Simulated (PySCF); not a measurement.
Compound: C2H5O (doublet state).
SMILES with atom numbers: `[CH2:1][CH2:2][OH:3]` (hydrogens: H4, H5 on C1; H6, H7 on C2; H8 on O3)

Structure used (GFN2-xTB), in Å, numbered top down from 1:
```
atom  x, y, z in Å
C1     1.001    0.045   -0.050
C2    -0.407   -0.357   -0.156
O3    -1.335    0.677    0.055
H4     1.268    1.070    0.116
H5     1.773   -0.685   -0.183
H6    -0.635   -0.753   -1.160
H7    -0.611   -1.193    0.546
H8    -1.045    1.204    0.807
```

The hyperfine couplings belong to this conformer and change with its torsions.

Level of theory: UKS B3LYP, pcH-1 on C H O, non-relativistic, mean-field spin-orbit, GIAO in PySCF 2.14.0. Geometry: GFN2-xTB, one conformer, isolated molecule. Couplings are sensitive to structure, and on GFN2-xTB geometries they can be far from those on DFT ones.

Largest spin populations (Mulliken): C1 (+1.07) and C2 (-0.09). No atom but C1 exceeds +0.15. The positive populations add up to 1.17 and the negative ones to -0.17, together 2S = 1. The angles at C1 add up to 359.9°, so it is planar; its axial dipolar tensor and the negative couplings of its protons fit spin in a p orbital normal to that plane.

McConnell's relation a(H) = Q·ρ ties the coupling of a proton on a planar π carbon to the spin population of that carbon. What Q do the computed values give?

| H | C | ρ(C) | a(H) (G) | a/ρ (G) |
| --- | --- | --- | --- | --- |
| H4 | C1 | +1.067 | -22.83 | -21.4 |
| H5 | C1 | +1.067 | -22.25 | -20.9 |

These protons share one ρ (within 0.01), so their mean ratio, Q = -21.1 G, is no test of linearity.

How do the β-proton couplings of this frozen conformer go with θ, the angle between the C–H bond and the normal to the plane of the spin centre's three neighbours, both seen down the bond from centre to carbon?

| β H | on | centre | θ (°) | cos²θ | a (G) |
| --- | --- | --- | --- | --- | --- |
| H6 | C2 | C1 | 27 | 0.79 | +49.44 |
| H7 | C2 | C1 | 36 | 0.65 | +46.50 |

Couplings in gauss use g_iso = 2.0026.

Time: 18 s wall. Hardware: an Arm Neoverse V1 with one thread, no GPU, on a shared host.
